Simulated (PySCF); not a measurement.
# Core-level binding energies of (2S)-2-methoxypropanenitrile

Species: (2S)-2-methoxypropanenitrile, C4H7NO.
Structure used (GFN2-xTB), in Å, numbered top down from 1:
```
atom  x, y, z in Å
C1     1.9375   -0.1427    0.0221
O2     0.6988   -0.0963    0.6866
C3    -0.4232   -0.1522   -0.1722
C4    -1.6817   -0.2559    0.6901
C5    -0.5089    1.0297   -1.0223
N6    -0.5583    1.9624   -1.6810
H7     2.0400   -1.0663   -0.5624
H8     2.6975   -0.1201    0.8004
H9     2.0725    0.7159   -0.6454
H10   -0.3429   -1.0320   -0.8403
H11   -1.6254   -1.1546    1.2980
H12   -2.5672   -0.2949    0.0610
H13   -1.7431    0.6075    1.3477
```

Computed with PySCF, delta-SCF UKS SCAN, pcX-2 on the ionised atom, pcseg-1 elsewhere, spin-free X2C. Binding energies are ΔSCF values: E(core-ionised, relaxed orbitals) − E(ground state) at a fixed geometry, referred to the vacuum level.

List the computed XPS lines with their assignment.

```csv
atom(s),environment,level,binding energy (eV),above the level's lowest (eV),count
C1,methoxy carbon,C 1s,292.55,+1.23,1
O2,ether oxygen,O 1s,538.99,0.00,1
C3,sp3 carbon bound to oxygen,C 1s,293.67,+2.35,1
C4,methyl carbon,C 1s,291.32,0.00,1
C5,nitrile carbon,C 1s,292.26,+0.94,1
N6,nitrile nitrogen,N 1s,405.22,0.00,1
```

Lowest listed C 1s: C4, bonded to C and 3 H. Highest, 2.35 eV above it: C3, bonded to O, 2 C and H.

Which effective nuclear charge Zeff reproduces each element's mean 1s value in the hydrogen-like formula E = 13.606 eV × Zeff²?

C (Z = 6): mean 292.5 eV, Zeff = 4.64, Z − Zeff = 1.36; N (Z = 7): mean 405.2 eV, Zeff = 5.46, Z − Zeff = 1.54; O (Z = 8): mean 539.0 eV, Zeff = 6.29, Z − Zeff = 1.71. Means run over the listed sites, weighted by atom count.

Geometry: GFN2-xTB, one conformer, isolated molecule.
